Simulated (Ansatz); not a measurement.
**CH₆NSi+ (SMILES C1[NH2+][SiH2]1): one structure at several levels**

Aim: energy, forces and dipole at a structure displaced at random from a GFN2-xTB minimum, from CCSD(T) and from density functionals.

The runs use Ansatz 0.2.0, Gaussian basis; single points in def2-TZVPP.

Correlated methods freeze the cores.

## 1. The system as given

SMILES `C1[NH2+][SiH2]1`, 9 atoms, charge 1, spin multiplicity 1.

Atoms are counted from 1 here; the program's logs count them from 0.

Bond lengths: C1–N2 1.375 Å, C1–Si3 1.697 Å, C1–H4 1.302 Å, C1–H5 1.160 Å, N2–Si3 1.749 Å, N2–H6 1.024 Å, N2–H7 0.959 Å, Si3–H8 1.663 Å, Si3–H9 1.355 Å. Angles: N2–C1–Si3 68.5°, N2–C1–H4 113.0°, N2–C1–H5 116.7°, Si3–C1–H4 131.4°, Si3–C1–H5 124.2°, H4–C1–H5 99.3°, C1–N2–Si3 64.5°, C1–N2–H6 122.3°, C1–N2–H7 122.1°, Si3–N2–H6 128.8°, Si3–N2–H7 110.6°, H6–N2–H7 105.1°, C1–Si3–N2 47.0°, C1–Si3–H8 109.3°, C1–Si3–H9 129.6°, N2–Si3–H8 100.7°, N2–Si3–H9 111.4°, H8–Si3–H9 120.3°.

Geometry (Å):

```
atom    x (Å)    y (Å)    z (Å)
  C1  -0.6230   0.2103  -0.5591
  N2   0.6940   0.3286  -0.1827
 Si3  -0.3394  -0.5166   0.9478
  H4  -0.7674  -0.3004  -1.7479
  H5  -1.2140   1.1973  -0.7059
  H6   1.4607  -0.0413  -0.7523
  H7   1.0417   1.1304   0.2125
  H8   0.1665  -2.0838   0.7147
  H9  -0.2861   0.0431   2.1804
```

## 2. CCSD(T)/def2-TZVPP

Input file run/in.yaml:

```yaml
crystal:
  periodic: [false, false, false]
  atoms:
    - {symbol: C, position_ang: [-0.623000, 0.210300, -0.559100]}
    - {symbol: N, position_ang: [0.694000, 0.328600, -0.182700]}
    - {symbol: Si, position_ang: [-0.339400, -0.516600, 0.947800]}
    - {symbol: H, position_ang: [-0.767400, -0.300400, -1.747900]}
    - {symbol: H, position_ang: [-1.214000, 1.197300, -0.705900]}
    - {symbol: H, position_ang: [1.460700, -0.041300, -0.752300]}
    - {symbol: H, position_ang: [1.041700, 1.130400, 0.212500]}
    - {symbol: H, position_ang: [0.166500, -2.083800, 0.714700]}
    - {symbol: H, position_ang: [-0.286100, 0.043100, 2.180400]}
basis:
  gaussian: {orbitals: def2-TZVPP}
total_charge: 1
correlation: {method: ccsd_t}
output: {forces: true}
```

The command line of these runs was not kept.

## 3. PBE0-D4/def2-TZVPP

Changes to run/in.yaml since step 2:

```diff
@@ -15,3 +15,3 @@
 total_charge: 1
-correlation: {method: ccsd_t}
-output: {forces: true}
+hamiltonian: {xc: pbe0, dispersion: d4}
+output: {forces: true, orbitals: {seedname: orbitals}}
```

## 4. wB97M-V/def2-TZVPP

Changes to run/in.yaml since step 3:

```diff
@@ -15,3 +15,3 @@
 total_charge: 1
-hamiltonian: {xc: pbe0, dispersion: d4}
-output: {forces: true, orbitals: {seedname: orbitals}}
+hamiltonian: {xc: {name: wB97M-V}}
+output: {forces: true}
```

## 5. r2SCAN-D4/def2-TZVPP

Changes to run/in.yaml since step 4:

```diff
@@ -15,3 +15,3 @@
 total_charge: 1
-hamiltonian: {xc: {name: wB97M-V}}
+hamiltonian: {xc: r2scan, dispersion: d4}
 output: {forces: true}
```

## 6. PBE-D4/def2-TZVPP

Changes to run/in.yaml since step 5:

```diff
@@ -15,3 +15,3 @@
 total_charge: 1
-hamiltonian: {xc: r2scan, dispersion: d4}
+hamiltonian: {xc: pbe, dispersion: d4}
 output: {forces: true}
```

## 7. BLYP-D4/def2-TZVPP

Changes to run/in.yaml since step 6:

```diff
@@ -15,3 +15,3 @@
 total_charge: 1
-hamiltonian: {xc: pbe, dispersion: d4}
+hamiltonian: {xc: {name: BLYP}, dispersion: d4}
 output: {forces: true}
```

## 8. B97M-V/def2-TZVPP

Changes to run/in.yaml since step 7:

```diff
@@ -15,3 +15,3 @@
 total_charge: 1
-hamiltonian: {xc: {name: BLYP}, dispersion: d4}
+hamiltonian: {xc: {name: B97M-V}}
 output: {forces: true}
```

(Steps that only read results are left out.)

Q: Predict the outcome of this session. Wanted: energy less free atoms, CCSD(T)/def2-TZVPP; RMS force component; RMS force error; HOMO and LUMO, PBE0-D4; T1 diagnostic.

As calculated:

| quantity | value |
| --- | --- |
| energy less free atoms, CCSD(T)/def2-TZVPP | -2056.0 kJ/mol |
| RMS force component | 2.960 to 3.138 eV/Å over the methods |
| RMS force error | PBE0-D4 0.211, wB97M-V 0.112, r2SCAN-D4 0.178, PBE-D4 0.278, BLYP-D4 0.216, B97M-V 0.214 eV/Å |
| HOMO and LUMO, PBE0-D4 | -14.44 and -6.16 eV |
| T1 diagnostic | 0.011 |

What this shows: Against CCSD(T) the functionals' energies less atoms differ by -131.7 to -83.1 kJ/mol, PBE-D4 by -131.7 kJ/mol. CCSD(T) in triple zeta still lacks some correlation energy of the bonds, so part of these gaps is its own basis error and they don't rank the functionals. For forces wB97M-V does best and PBE-D4 worst.
